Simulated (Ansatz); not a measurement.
**Down a group: vertical spin gaps of H₂Si–As, H2Ge–As**

Ansatz 0.2.0, basis cc-pVTZ; geometries are PBE0/def2-TZVP minima. Wave-function levels freeze the cores with the filled d shells of p-block atoms; HF, MP2 and coupled cluster are restricted for singlets and unrestricted otherwise, restricted open-shell where a d shell is frozen, Kohn–Sham unrestricted where that lies lower. NEVPT2 stands on CASSCF in the full valence space. The reference is CCSDT(Q) (coupled cluster only where its series has nearly closed). Semilocal and hybrid functionals correlate all electrons outside any core potential and usually lie nearer their basis limit than the reference, so part of their error here is the reference's basis and frozen-core error; RPA and the MP2 part of double hybrids freeze the same cores as the reference. An error is the level's value less the reference. None of these values is a measured one. Energies are electronic, without zero-point terms. No spin–orbit coupling and no scalar relativity. The species are chosen: bound, without strong static correlation by their natural occupations or amplitudes, in their lowest spin state as far as vertical gaps and like structures tell, and with a ladder that closes on the reference, so errors are smaller than for species at large; levels whose determinant breaks symmetry or spin markedly are left out.

```tsv
species	bonds (Å)	quantity	symmetry of the states	reference	value (kJ/mol)	error CCSD(T)	error NEVPT2	error PBE	error r2SCAN	error PBE0
H2Si–As, doublet	Si–As 2.163, Si–H 1.486, angles at Si 111/124°	quartet less doublet, vertical	B2 / B2	CCSDT(Q)	195.8	-1.7	3.9	-2.1	-16.0	-17.2
H2Ge–As, doublet	Ge–As 2.221, Ge–H 1.537, angles at Ge 111/125°	quartet less doublet, vertical	B2 / B2	CCSDT(Q)	185.2	-1.9	5.3	2.3	-14.0	-15.1
```

The reference falls from Si to Ge, by 10.6 kJ/mol in all.
